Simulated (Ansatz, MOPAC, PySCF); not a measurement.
Potential energy curve for Li₂, singlet.

Levels of theory: RHF/STO-3G = restricted Hartree-Fock/STO-3G in PySCF; PM3, restricted, heats of formation (MOPAC); UHF/STO-3G = unrestricted Hartree-Fock/STO-3G run with PySCF; FCI = full CI/cc-pVTZ, frozen core (Ansatz, a program for electronic structure).

Energies relative to the lowest point of each curve near equilibrium, in kJ/mol; the last columns give the difference from FCI:

| R / Å | RHF/STO-3G | PM3 | UHF/STO-3G | FCI | RHF/STO-3G − FCI | PM3 − FCI | UHF/STO-3G − FCI |
|---|---|---|---|---|---|---|---|
| 2.07 | 59.2 | 9.8 | 53.9 | 46.1 | 13.0 | -36.3 | 7.8 |
| 2.18 | 37.7 | 5.1 | 37.3 | 29.1 | 8.6 | -24.0 | 8.2 |
| 2.35 | 15.3 | 0.9 | 20.1 | 11.6 | 3.7 | -10.8 | 8.5 |
| 2.45 | 7.3 | 0.0 | 12.9 | 5.5 | 1.8 | -5.5 | 7.3 |
| 2.62 | 0.6 | 0.9 | 3.8 | 0.5 | 0.1 | 0.4 | 3.3 |
| 2.68 | 0.0 | 1.8 | 2.1 | 0.0 | 0.0 | 1.8 | 2.1 |
| 2.74 | 0.2 | 3.1 | 0.9 | 0.1 | 0.1 | 3.0 | 0.8 |
| 2.85 | 2.2 | 6.0 | 0.0 | 1.5 | 0.8 | 4.6 | -1.5 |
| 2.92 | 4.6 | 8.3 | 0.1 | 3.0 | 1.5 | 5.3 | -2.9 |
| 2.96 | 6.2 | 9.8 | 0.4 | 4.1 | 2.1 | 5.7 | -3.8 |
| 3.12 | 14.8 | 16.4 | 2.3 | 9.7 | 5.1 | 6.7 | -7.4 |
| 3.41 | 36.0 | 30.7 | 7.9 | 22.8 | 13.2 | 7.9 | -14.9 |
| 3.74 | 65.3 | 48.8 | 14.4 | 39.2 | 26.1 | 9.6 | -24.8 |
| 4.09 | 98.5 | 68.2 | 19.9 | 55.6 | 42.9 | 12.6 | -35.7 |
| 4.59 | 144.7 | 93.5 | 24.7 | 74.0 | 70.7 | 19.5 | -49.2 |
| 5.01 | 179.7 | 111.5 | 26.9 | 84.3 | 95.4 | 27.3 | -57.3 |
| 5.48 | 213.0 | 128.2 | 28.3 | 91.2 | 121.8 | 37.0 | -62.9 |
| 6.10 | 247.1 | 145.4 | 29.0 | 95.8 | 151.3 | 49.6 | -66.8 |
| 6.68 | 269.9 | 157.7 | 29.3 | 97.7 | 172.2 | 60.0 | -68.4 |
| 7.36 | 288.2 | 168.7 | 29.4 | 98.6 | 189.6 | 70.1 | -69.2 |
| 8.25 | 303.6 | 179.5 | 29.5 | 99.1 | 204.6 | 80.4 | -69.6 |

RHF/STO-3G is furthest from FCI at 8.25 (204.6 kJ/mol, above); its mean absolute difference over the points is 53.6 kJ/mol.

PM3 is furthest from FCI at 8.25 (80.4 kJ/mol, above); its mean absolute difference over the points is 22.8 kJ/mol.

UHF/STO-3G is furthest from FCI at 8.25 (-69.6 kJ/mol, below); its mean absolute difference over the points is 27.2 kJ/mol.

The restricted form behind RHF/STO-3G, PM3 keeps the bonding electrons paired and can't separate into open-shell fragments. The unrestricted determinant behind UHF/STO-3G is spin-contaminated at 2.07 to 8.25 Å (<S²> up to 1.0, against 0.00 for a pure singlet).
